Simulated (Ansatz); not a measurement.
in.yaml

```yaml
crystal:
  periodic: [false, false, false]
  atoms:
    - {symbol: B, position_ang: [0.338700, 0.000000, 0.654965]}
    - {symbol: N, position_ang: [-0.277142, 0.000000, -0.413857]}
    - {symbol: H, position_ang: [0.218427, 0.000000, -1.273940]}
basis:
  gaussian: {orbitals: 6-31G}
magnetization: {spin_polarized: true, initial_magnetization: 1}
hamiltonian: {xc: {name: PBE}}
output: {orbitals: {seedname: orbitals}}
```

```sh
$ ansatz run in.yaml --threads 1 --pin off --events-out ev --progress --plain --max-ram 2393MiB
```

The program prints:

```
290 factors; integrals over basis functions are off by at most 2.5e-4 eV
mean field evaluation 1: about -2166.5677 eV, gradient 4.7e1 eV
mean field evaluation 2: about -2099.4034 eV, gradient 1.0e2 eV
mean field evaluation 4: about -2175.8391 eV, gradient 5.2e0 eV
mean field evaluation 8: about -2176.0080 eV, gradient 7.1e-2 eV
mean field evaluation 16: about -2176.0080 eV, gradient 1.8e-5 eV
mean field -2176.00803041 eV, -79.9668201665 hartree, gradient 1.8e-5 eV, S^2 0.761964; 0 other end points of the search recorded, 0 dependent functions left out
reference -2176.00805128 eV, -79.9668209334 hartree; 7, 6 occupied and 13, 14 virtual orbitals, 290 factors
Total energy: -2176.00805128 eV, -79.9668209334 hartree
```

Ran on 1 thread of Arm Neoverse V1, shared host: 0.42 s wall, 0.15 GiB peak host memory.
